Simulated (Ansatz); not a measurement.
Input file:

```yaml
crystal:
  periodic: [false, false, false]
  atoms:
    - {symbol: N, position_ang: [0.000000, 0.000000, 0.000000]}
    - {symbol: H, position_ang: [0.757410, 0.759924, 0.757244]}
    - {symbol: H, position_ang: [-0.760718, -0.754720, 0.759131]}
    - {symbol: H, position_ang: [-0.755665, 0.756454, -0.762444]}
    - {symbol: H, position_ang: [0.758973, -0.761658, -0.753931]}
basis:
  gaussian: {orbitals: STO-3G}
total_charge: 1
correlation: {active_space: {window: {electrons: 8, orbitals: 6}, states: [{multiplicity: 1, weights: [1, 1, 1, 0.5]}, {multiplicity: 3, weights: [1]}], root: 1}}
output: {forces: true}
```

```sh
$ ansatz run in.yaml --threads 1 --pin off --events-out ev --progress --plain --max-ram 2393MiB
```

Output:

```
125 factors; integrals over basis functions are off by at most 2.3e-8 eV
mean field evaluation 1: about -1513.7149 eV, gradient 2.3e1 eV
mean field evaluation 2: about -1513.7016 eV, gradient 2.3e1 eV
mean field evaluation 4: about -1515.2906 eV, gradient 6.6e-2 eV
mean field evaluation 8: about -1515.2883 eV, gradient 6.9e-5 eV
mean field -1515.28827309 eV, -55.6858169369 hartree, gradient 3.8e-7 eV, S^2 0.000000; 0 other end points of the search recorded, 0 dependent functions left out
reference -1515.28827309 eV, -55.6858169369 hartree; 5, 5 occupied and 4, 4 virtual orbitals, 125 factors
state -1516.83342971 eV, -55.7426003953 hartree
state -1503.84221789 eV, -55.2651821666 hartree
state -1503.29776271 eV, -55.2451738077 hartree
state -1503.26412379 eV, -55.2439376002 hartree
state -1507.22836059 eV, -55.3896206158 hartree
the calculation of the forces begins
Total energy: -1503.84221789 eV, -55.2651821666 hartree
Atom 0 at     0.000000     0.000000     0.000000 Å, force     0.001604    -0.002524    -0.735341 eV/Å
Atom 1 at     0.757410     0.759924     0.757244 Å, force    -1.981922    -1.973109     0.762953 eV/Å
Atom 2 at    -0.760718    -0.754720     0.759131 Å, force     1.978605     1.978328     0.758031 eV/Å
Atom 3 at    -0.755665     0.756454    -0.762444 Å, force    -1.800200     1.803839    -0.402945 eV/Å
Atom 4 at     0.758973    -0.761658    -0.753931 Å, force     1.801913    -1.806535    -0.382697 eV/Å
Dipole moment:    -0.001284     0.002020     0.588538 e Å
```

Forces (eV/Å):
```
N    0.002 -0.003 -0.735
H   -1.982 -1.973  0.763
H    1.979  1.978  0.758
H   -1.800  1.804 -0.403
H    1.802 -1.807 -0.383
```

Ran on 1 thread of Intel Xeon Platinum 8375C, shared host: 0.33 s wall, 0.15 GiB peak host memory.
